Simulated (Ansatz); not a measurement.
CH5AlO (SMILES [CH3][AlH][OH]): the energy to break a bond

CH5AlO: 8 atoms, total charge 0, spin state singlet. SMILES: `[CH3][AlH][OH]`. The shape was relaxed beforehand at PBE0/def2-SVP. This is one conformer, not always the lowest.

```xyz
8

C    -0.7776    0.9844   -0.0722
Al    0.5878   -0.3889   -0.2460
O     0.5480   -1.6858    0.8664
H    -0.3260    1.9696    0.1345
H    -1.4848    0.7581    0.7407
H    -1.3542    1.0964   -1.0060
H     1.7316   -0.3737   -1.3543
H     1.1673   -2.4172    0.8810
```

Wanted: the dissociation energy of the H8–O3 bond into doublet H and doublet CH4AlO (shapes relaxed at PBE0/def2-SVP, no zero-point term). 1 Eh = 2625.50 kJ/mol = 27.2114 eV. Totals in Eh; open shells run unrestricted unless said.

| level | program | CH5AlO | doublet H | doublet CH4AlO |
| --- | --- | --- | --- | --- |
| HF/def2-TZVP | Ansatz | -357.674033 | -0.499810 | -357.032605 |
| PBE/def2-TZVP | Ansatz | -358.597973 | -0.499616 | -357.906673 |
| r2SCAN/def2-TZVP | Ansatz | -358.788556 | -0.499927 | -358.096922 |

**Question.** Work out the dissociation energy at each level.

**Answer.** 
1. HF/def2-TZVP: (-0.499810) + (-357.032605) − (-357.674033) = 0.141618 Eh = 371.8 kJ/mol = 3.85 eV.
2. PBE/def2-TZVP: (-0.499616) + (-357.906673) − (-358.597973) = 0.191684 Eh = 503.3 kJ/mol = 5.22 eV.
3. r2SCAN/def2-TZVP: (-0.499927) + (-358.096922) − (-358.788556) = 0.191707 Eh = 503.3 kJ/mol = 5.22 eV.

The levels span 372 to 503 kJ/mol; no measured value is set beside them. Hartree–Fock lacks the correlation of the bonding electrons, so it comes out low. A bond enthalpy at 298 K also holds the loss of zero-point energy and thermal terms.
